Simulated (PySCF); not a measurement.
AlH + Cl₂ → AlCl + HCl

Level: B3LYP in the def2-TZVP basis family, all electrons, no relativity, computed in PySCF with density fitting; open shells unrestricted.

```
species          state and structure      E (Eh)  ZPE (kJ/mol)  H(298 K) − H(0) (kJ/mol)  S° (J/(mol K))
    AlH   singlet, C∞v, Al–H 1.662 Å  -243.00601           9.8                       8.7           187.8
    Cl₂  singlet, D∞h, Cl–Cl 2.014 Å  -920.42200           3.2                       9.2           223.0
   AlCl  singlet, C∞v, Al–Cl 2.161 Å  -702.74172           2.7                       9.3           228.2
    HCl   singlet, C∞v, H–Cl 1.282 Å  -460.83511          17.6                       8.7           186.7
```

Task: What is the electronic reaction energy?

Result: At B3LYP/def2-TZVP, ΔE = -390.7 kJ/mol from the differences of the total energies times 2625.5, downhill. 

Task: Add zero-point, thermal and entropy terms for 298.15 K and 1 bar.

Result: ΔZPE = 7.3 and Δ[H(298) − H(0)] = 0.1 kJ/mol give ΔH° = -383.3 kJ/mol. ΔS° = 4.1 J/(mol K), so ΔG° = -383.3 − 298.15 × (0.0041) = -385 kJ/mol.

Each species is the lowest minimum found with this bonding; other isomers or fragments can lie lower.
